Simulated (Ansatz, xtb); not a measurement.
# Ranking isomers of C6H8

3 gas-phase structures of C6H8, from a drawn sample of its isomers (lower ones may exist). Each was relaxed with GFN2-xTB:

A. `C#CC1(C)CC1`, a singlet
B. `C#C[C@@H]1C[C@H]1C`, a singlet
C. `C#C[C@@H]1C[C@@H]1C`, a singlet

Task: Which do you expect lowest at r2SCAN-D4/def2-SVP//GFN2-xTB, and how would the others follow?

Result: Calculated order at r2SCAN-D4/def2-SVP//GFN2-xTB: C (0.0), B (0.0), A (0.4) kcal/mol. Less than 1 kcal/mol parts C and B; B and A, so the order within those pairs means little.

Energies above the lowest of each column, in kcal/mol; the last columns are at r2SCAN-D4/def2-SVP geometries:

| structure | GFN2-xTB | HF/STO-3G | r2SCAN-D4/def2-SVP//GFN2-xTB | r2SCAN-D4/def2-SVP | CCSD(T)/def2-SVP + ΔMP2/def2-TZVPP |
| --- | --- | --- | --- | --- | --- |
| C | 0.2 | 0.4 | 0.0 | 0.0 | 0.5 |
| B | 0.0 | 0.0 | 0.0 | 0.0 | 0.5 |
| A | 0.1 | 0.8 | 0.4 | 0.5 | 0.0 |

CCSD(T)/def2-SVP + ΔMP2/def2-TZVPP has A and B and C within 1 kcal/mol of each other at the bottom, and every level picks one of them. CCSD(T)/def2-SVP + ΔMP2/def2-TZVPP orders those it was run on as A (0.0), B (0.5), C (0.5) kcal/mol. Less than 1 kcal/mol parts A and B; B and C, so the order within those pairs means little. ΔMP2 is the change of the MP2 energy from the smaller to the larger basis.

Programs: Ansatz 0.2.0, xtb 6.7.1.
